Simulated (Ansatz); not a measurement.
# Rock-salt LiF: TO phonon frequency at X by level of theory

No measured value is used here.

```csv
level (code),value (cm⁻¹),cell (Å³/atom)
LDA (Ansatz),377,7.47
PBE (Ansatz),307,8.42
r²SCAN (Ansatz),355,7.94
B3LYP (VWN-RPA form) (Ansatz),…,8.14
LC-ωPBE (Ansatz),340,8.15
PBE0 (Ansatz),329,8.05
r²SCAN0 (Ansatz),363,7.75
r²SCANh (Ansatz),…,7.86
Hartree–Fock (Ansatz),…,7.96
```

**Question.** Some entries are withheld; supply them.

**Answer.** 
- B3LYP (VWN-RPA form) (Ansatz, a first-principles code), value (cm⁻¹): 313
- r²SCANh (Ansatz), value (cm⁻¹): 358
- Hartree–Fock (Ansatz), value (cm⁻¹): 326

Each level is taken at its own relaxed cell. Cutoffs differ between the levels. Ansatz's density-functional and Hartree–Fock values are scalar-relativistic unless marked +SOC, with PAW data made under PBE.
